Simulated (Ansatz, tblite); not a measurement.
Cost and result up the ladder for C3 (the lowest singlet isomer of a short search) (3 atoms). Total charge 0; singlet. Geometry: r2SCAN-D4/def2-TZVP.

```xyz
3

C     0.000    0.000    0.000
C     0.964   -0.661    0.552
C    -0.964    0.661   -0.552
```

Ansatz on 4 threads of Arm Neoverse V2 on a shared host; xTB runs through tblite on one thread. Times are rough, summed over both states, and most runs start from the orbitals of an earlier one. HSE06-D4/def2-TZVP serves as the yardstick here, not as an exact answer. The other state is a triplet at its own geometry.

The xTB rows come from tblite. HSE06 is defined as in plane-wave codes, on full-range PBE exchange. The structure comes from a short search, and lower isomers may exist.

Run but left out: HF/6-31G (singlet: restricted singlet, unstable in another Hartree–Fock run and untested here); HF/def2-TZVP, HF/def2-TZVPP (singlet: restricted singlet, unstable towards broken spin symmetry); PBE-QIDH/def2-TZVP, MP2/def2-TZVP, MP2/def2-TZVPP, CCSD/def2-TZVPP, CCSD(T)/def2-TZVPP (triplet: ⟨S²⟩ 2.38 to 2.69, where a pure state has 2.00).

xTB has no spin-polarisation term.

```json
{"level": "GFN1-xTB", "functions": "12", "wall time": "0.002 s", "triplet − singlet (eV)": "1.45", "difference from HSE06-D4/def2-TZVP (eV)": "-0.62"}
{"level": "GFN2-xTB", "functions": "12", "wall time": "0.002 s", "triplet − singlet (eV)": "1.33", "difference from HSE06-D4/def2-TZVP (eV)": "-0.75"}
{"level": "PBE-D4/def2-TZVP", "functions": "93", "wall time": "2 s", "triplet − singlet (eV)": "1.84", "difference from HSE06-D4/def2-TZVP (eV)": "-0.23"}
{"level": "HSE06-D4/def2-TZVP", "functions": "93", "wall time": "2.7 s", "triplet − singlet (eV)": "2.07", "difference from HSE06-D4/def2-TZVP (eV)": "0.00"}
{"level": "r2SCAN-D4/def2-TZVP", "functions": "93", "wall time": "3.3 s", "triplet − singlet (eV)": "1.77", "difference from HSE06-D4/def2-TZVP (eV)": "-0.30"}
```
